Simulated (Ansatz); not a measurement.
**MgF+ (singlet): wave-function methods side by side at distance F1–Mg2 = 1.537 Å, cc-pVDZ**

One table from this session's results is given with a row withheld; the runs are named, their logs left out.

The runs use Ansatz 0.2.0, Gaussian basis; cc-pVDZ, core rule «outside noble gas», up to 6 orbitals frozen.

The runs, in order: UHF; CCSD(T) on RHF; BCCD(T) on RHF; CISD; CCSDT(Q) on RHF; CCSDTQ on RHF; CASSCF and MRCISD+Q, 2 electrons in 2 orbitals; CASSCF and NEVPT2, 2 electrons in 2 orbitals.

41 further runs of the same task are left out: 22 for a known fault of the program, 15 that didn't finish, 4 set aside as unsound or not needed. Runs told in other sessions of the task aren't counted.

### The system

The geometry derives from a PBE0/def2-TZVP stationary point (not a proven minimum). One bond is set to the value named and the two fragments are kept rigid.

2 atoms, charge 1, spin multiplicity 1.

Atoms are counted from 1 here; the program's logs count them from 0.

Bond lengths: F1–Mg2 1.537 Å.

The first run:

in.yaml reads:

```yaml
crystal:
  periodic: [false, false, false]
  atoms:
    - {symbol: F, position_ang: [0.000000, 0.000000, 0.000000]}
    - {symbol: Mg, position_ang: [0.000000, 0.000000, 1.537000]}
basis:
  gaussian: {orbitals: cc-pVDZ}
total_charge: 1
magnetization: {spin_polarized: true, initial_magnetization: 0}
hamiltonian: {xc: hf}
output: {orbitals: {seedname: orbitals}}
```

The run is started by

```sh
ansatz run in.yaml --threads 1 --pin off --events-out ev --progress --plain --max-ram 2393MiB
```

Steps of the session up to this table: UHF; CCSD(T) on RHF; BCCD(T) on RHF; CISD; CCSDT(Q) on RHF; CCSDTQ on RHF; CASSCF and MRCISD+Q, 2 electrons in 2 orbitals; CASSCF and NEVPT2, 2 electrons in 2 orbitals.

One of the session's tables, all rows but one given; the rest of the session is left out.

It belongs to the step «Misses and costs». 

| method | from RCCSDTQ (kJ/mol) |
| --- | --- |
| RHF | +549.0 |
| RMP2 | +10.8 |
| RCCSD | +8.8 |
| RCCSD(T) | +1.5 |
| BCCD(T) | +1.2 |
| RCCSDT | +1.1 |
| RCCSDT(Q) | -0.2 |
| RCCSDTQ | 0 |
| CASSCF pair | +510.1 |
| NEVPT2 pair | +10.6 |
| MRCISD pair | ? |
| MRCISD+Q pair | +3.4 |

**Question.** Estimate the row for MRCISD pair.

The run gave: from RCCSDTQ (kJ/mol): +23.4. In the column «from RCCSDTQ (kJ/mol)» it lies between RMP2 (+10.8) and CASSCF pair (+510.1).

Not comparable, so not listed: CISD (they don't share determinant, frozen orbitals or solution with the rows shown, or repeat one).
